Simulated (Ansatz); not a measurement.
**CH₆BO+ (SMILES CB[OH2+]): single points off equilibrium**

An exercise on one series of results from a longer session: the logs are not shown, and one member is left open.

The runs use Ansatz 0.2.0, Gaussian basis; single points in def2-TZVPP.

Correlated methods freeze the cores.

## The system as given

SMILES `CB[OH2+]`, 9 atoms, charge 1, spin multiplicity 1.

Atoms are counted from 1 here; the program's logs count them from 0.

Bond lengths: C1–B2 1.602 Å, C1–H4 1.018 Å, C1–H5 1.149 Å, C1–H6 1.174 Å, B2–O3 1.547 Å, B2–H7 1.146 Å, O3–H8 1.012 Å, O3–H9 0.943 Å. Angles: B2–C1–H4 115.1°, B2–C1–H5 111.2°, B2–C1–H6 108.3°, H4–C1–H5 108.5°, H4–C1–H6 105.5°, H5–C1–H6 108.0°, C1–B2–O3 112.0°, C1–B2–H7 130.5°, O3–B2–H7 117.5°, B2–O3–H8 110.8°, B2–O3–H9 113.8°, H8–O3–H9 111.7°.

Geometry (Å):

```
atom    x (Å)    y (Å)    z (Å)
  C1  -0.6523   0.8464  -0.5923
  B2   0.5608  -0.1297  -0.2158
  O3   0.2400  -1.0014   1.0216
  H4  -1.5229   0.3783  -0.8341
  H5  -0.3664   1.5509  -1.4534
  H6  -0.9005   1.5048   0.3478
  H7   1.5912  -0.2580  -0.7016
  H8   0.1916  -1.9807   0.7693
  H9   0.8212  -0.8572   1.7500
```

Set-up of the first run:

Contents of run/in.yaml:

```yaml
crystal:
  periodic: [false, false, false]
  atoms:
    - {symbol: C, position_ang: [-0.652300, 0.846400, -0.592300]}
    - {symbol: B, position_ang: [0.560800, -0.129700, -0.215800]}
    - {symbol: O, position_ang: [0.240000, -1.001400, 1.021600]}
    - {symbol: H, position_ang: [-1.522900, 0.378300, -0.834100]}
    - {symbol: H, position_ang: [-0.366400, 1.550900, -1.453400]}
    - {symbol: H, position_ang: [-0.900500, 1.504800, 0.347800]}
    - {symbol: H, position_ang: [1.591200, -0.258000, -0.701600]}
    - {symbol: H, position_ang: [0.191600, -1.980700, 0.769300]}
    - {symbol: H, position_ang: [0.821200, -0.857200, 1.750000]}
basis:
  gaussian: {orbitals: def2-TZVPP}
total_charge: 1
correlation: {method: ccsd_t}
output: {forces: true}
```

No record of the launch command was kept for these runs.

Among the steps run: CCSD(T)/def2-TZVPP; PBE0-D4/def2-TZVPP; wB97M-V/def2-TZVPP; r2SCAN-D4/def2-TZVPP; PBE-D4/def2-TZVPP; B97M-V/def2-TZVPP; LC-wPBE/def2-TZVPP.

One table of the session follows, with a row left open; its other results are not shown here.

```
   method  RMS force component (eV/Å)  angle to CCSD(T) forces (°)
  CCSD(T)                       1.564                    reference
  PBE0-D4                           ?                            ?
  wB97M-V                       1.585                          2.6
r2SCAN-D4                       1.608                          3.5
   PBE-D4                       1.628                          7.4
   B97M-V                       1.591                          4.5
  LC-wPBE                       1.640                          3.3
```

Estimate the missing values for PBE0-D4.

As computed: RMS force component (eV/Å): 1.618; angle to CCSD(T) forces (°): 3.4. In the column «RMS force component (eV/Å)» it lies between r2SCAN-D4 (1.608) and PBE-D4 (1.628).
